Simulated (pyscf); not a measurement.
Thermochemistry of product channels of F–Nb(F)(F)(F)–F + H atom (H•) on the doublet surface, in kcal/mol, from ωB97M-D3(BJ)/def2-TZVP energies (ideal gas, 1 atm, RRHO with modes under 100 cm⁻¹ raised to 100, one conformer, R ln 2 for chiral ones without a mode under 150 cm⁻¹). Structures and frequencies: ωB97X-D3(BJ)/def2-SVP in PySCF.

| products | ΔE | ΔH(298 K) | ΔG(298 K) | ΔG(900 K) |
|---|---|---|---|---|
| F atom (F•) + F–NbH(F)(F)–F | (withheld) | +65.1 | +63.4 | (withheld) |
| hydrogen fluoride (HF) + [F–Nb(F)(F)–F]• | -17.2 | -13.3 | -16.9 | -23.0 |

Some entries are withheld; supply them.


- F atom (F•) + F–NbH(F)(F)–F, ΔE: +62.4
- F atom (F•) + F–NbH(F)(F)–F, ΔG(900 K): +60.7

These are energies of the channels, which say nothing of barriers. Left out: orbital degeneracy and the spin-orbit lowering of F. Open-shell species with a d-block atom are single-reference here; other states, and whether the spin sits on metal or ligand, were not checked. Elements past Kr carry the def2 core potentials, without spin-orbit coupling.
